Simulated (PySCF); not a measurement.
## MgO₂, singlet: molecular constants

These are results of PBE0 in PySCF with Mg def2-TZVP, O def2-TZVP; no relativity; density-fitted integrals, not measurements.

The structure is a minimum.

Coordinates in bohr (charge 0 multiplicity 1):
```
Mg   -0.6906    0.0000   -2.5073
O    -0.4782    0.0000    1.1909
O     1.5141    0.0000    2.5689
```

| Property | Result |
| --- | --- |
| Point group | Cs |
| Bond lengths | Mg–O 1.960 Å, O–O 1.282 Å |
| Bond angles | Mg–O–O 128.0° |
| Zero-point energy | 11.2 kJ/mol |
| Principal quadrupole moments (Buckingham, traceless) about the centre of mass | -2.16, 0.19, 1.97 D Å |
| Rotational constants | 3.437, 0.1922, 0.182 cm⁻¹ |
| Principal polarisabilities | 53.3, 70.4, 127.7 bohr³ |
| Enthalpy at 298.15 K above 0 K | 12.05 kJ/mol |
| Lowest empty level | -3.76 eV |
| Heat capacity Cp at 298.15 K | 47.6 J/(mol K) |
| Highest occupied level | -5.63 eV |
| Entropy at 298.15 K and 1 bar | 263.1 J/(mol K) |
| Rotational symmetry number | 1 |
| Atomisation energy without zero-point energy | 428 kJ/mol |
| Dipole moment | 4.23 D |

Harmonic modes (masses in u: Mg 23.985, O 15.995):
```tsv
symmetry	ω (cm⁻¹)	IR (km/mol)	μ (u)
a'	243	16.0	17.42
a'	407	14.6	18.49
a'	1228	777	16.00
```

Charges (e):
| atom | Mulliken | Löwdin | polar tensor | Mayer order to Mg1 |
| --- | --- | --- | --- | --- |
| Mg1 | 0.49 | 0.35 | 0.24 | – |
| O2 | -0.27 | -0.17 | 0.43 | 0.81 |
| O3 | -0.22 | -0.18 | -0.67 | 0.57 |
Other Mayer orders above 0.3: O–O 1.16.

Mulliken populations on Mg1: s 5.21, p 6.23, d 0.07.

Outer orbital energies (eV). occupied: -21.25, -13.10, -12.09, -11.92, -5.79, -5.63; empty: -3.76, -0.95, -0.83, 0.52.

Only a few start shapes were tried, so a lower isomer may exist. At this level a triplet minimum of C2v symmetry lies 166 kJ/mol below this structure. At the minimum of this search the closed-shell solution is unstable towards spin polarisation, so a lower open-shell solution exists.

The final relaxation and frequency run took 19 s on 2 threads of a shared Arm Neoverse V2 host, with 94 basis functions and 14 gradients; the process peaked at 0.84 GiB. Launch command: `OMP_NUM_THREADS=2 python axn.py task.json out`.
